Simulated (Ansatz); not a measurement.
`CC(C)(C)C#N` → `CC(C)C#N` + `[CH2]` (triplet) at 298.15 K and 1 bar (formal loss of a carbene).

Isolated molecules relaxed with PBE0-D4/def2-TZVP in Ansatz; ΔE leaves out vibrations. CBS: MP2 limit from def2 TZ/QZ plus the TZ coupled-cluster correction, frozen cores. This one scheme is used for every species. Triplets are unrestricted, without spin–orbit coupling.

```tsv
species	CCSD(T)/CBS energy (Eh)	H − E (kJ/mol)	S (J/(mol·K))
`CC(C)(C)C#N`	-250.38233	364.0	329.7
`CC(C)C#N`	-211.11809	287.8	313.6
`[CH2]` (triplet)	-39.09499	55.4	195.3
```

H − E and S are ideal-gas, rigid-rotor, harmonic terms from PBE0-D4/def2-TZVP, with the whole ground term of open shells counted as degenerate. 1 Eh = 2625.50 kJ/mol, R = 8.31446 J/(mol·K).

Task: By hand: ΔE, ΔH, ΔS and ΔG.

Result: ΔE = (-211.11809) + (-39.09499) − (-250.38233) = 0.16925 Eh = 444.4 kJ/mol. Δ(H − E) = 287.8 + 55.4 − 364.0 = -20.8, so ΔH = 423.6 kJ/mol. ΔS = 313.6 + 195.3 − 329.7 = 179.2 J/(mol·K). ΔG = 423.6 − 298.15 × (179.2)/1000 = 370.2 kJ/mol.

Task: By hand: the equilibrium constant, and the temperature at which ΔG would vanish if ΔH and ΔS stayed fixed.

Result: log₁₀ K = −ΔG/(RT ln 10) = -64.9. ΔG = 0 at ΔH/ΔS = 2364 K.

The number of gas molecules changes by +1, which sets the sign of ΔS. A doubt of 5 kJ/mol in ΔE shifts log₁₀ K by 0.9 here. A triplet takes part, so the spin changes. These are equilibria of isolated gas molecules and say nothing of rates. Largest T1 diagnostic: 0.011 (customary marks: 0.02 for closed shells, 0.045 for open ones).
